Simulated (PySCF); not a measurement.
Gas-phase reaction: 2 CF3 + 5 C2H6 = 3 F2 + 3 C4H10 (n-butane)

Computed with PySCF (xtb for GFN2) and rigid-rotor harmonic-oscillator thermochemistry at 1 bar. Table values come from the NASA 1993 polynomials. S°(298 K) at PBE0/def2-TZVP differs from the NASA 1993 table for C4H10 (n-butane) (-9 J/mol/K); whether the harmonic model or the table's entry is off was not settled. † marks an energy on the PBE0/def2-TZVP geometry and frequencies; other levels use their own. 6-31G* has spherical d functions here. Open shells (unrestricted): CF3 (multiplicity 2); the rest are closed-shell singlets. GFN2 has no spin-polarisation term. For this reaction the table lies outside the span of B3LYP, M06-2X, MP2, r2SCAN, ωB97M-V, ωB97X-V in their largest bases here; which side is off was not settled. The harmonic model lacks anharmonicity and excited electronic states, which grow with temperature; levels with a mode under 35 cm⁻¹ are left out. Internal rotation in C2H6, C4H10 (n-butane) is treated as a harmonic vibration of one conformer, which makes the entropy rough. The table's entry may be an old estimate for CF3 (not checked at source).

```json
[
 {"level": "table", "ΔH°(298 K), kJ": "982.5", "minus table": "-", "ΔG°(800 K), kJ": "1084.2"},
 {"level": "BLYP/def2-TZVP†", "ΔH°(298 K), kJ": "999.6", "minus table": "17.1", "ΔG°(800 K), kJ": "1122.8"},
 {"level": "GFN2-xTB", "ΔH°(298 K), kJ": "608.6", "minus table": "-373.9", "ΔG°(800 K), kJ": "731.5"},
 {"level": "HF/6-31G*", "ΔH°(298 K), kJ": "1281.9", "minus table": "299.4", "ΔG°(800 K), kJ": "1409.5"},
 {"level": "HF/def2-TZVP†", "ΔH°(298 K), kJ": "1309.6", "minus table": "327.1", "ΔG°(800 K), kJ": "1432.7"},
 {"level": "M06-2X/def2-TZVP†", "ΔH°(298 K), kJ": "1064.6", "minus table": "82.1", "ΔG°(800 K), kJ": "1187.8"},
 {"level": "PBE/def2-SVP", "ΔH°(298 K), kJ": "998.1", "minus table": "15.6", "ΔG°(800 K), kJ": "1121.8"},
 {"level": "PBE0/def2-SVP†", "ΔH°(298 K), kJ": "1061.2", "minus table": "78.7", "ΔG°(800 K), kJ": "1184.3"},
 {"level": "PBE0/def2-TZVP", "ΔH°(298 K), kJ": "1038.1", "minus table": "55.6", "ΔG°(800 K), kJ": "1161.2"},
 {"level": "LDA/def2-TZVP†", "ΔH°(298 K), kJ": "980.1", "minus table": "-2.4", "ΔG°(800 K), kJ": "1103.3"}
]
```
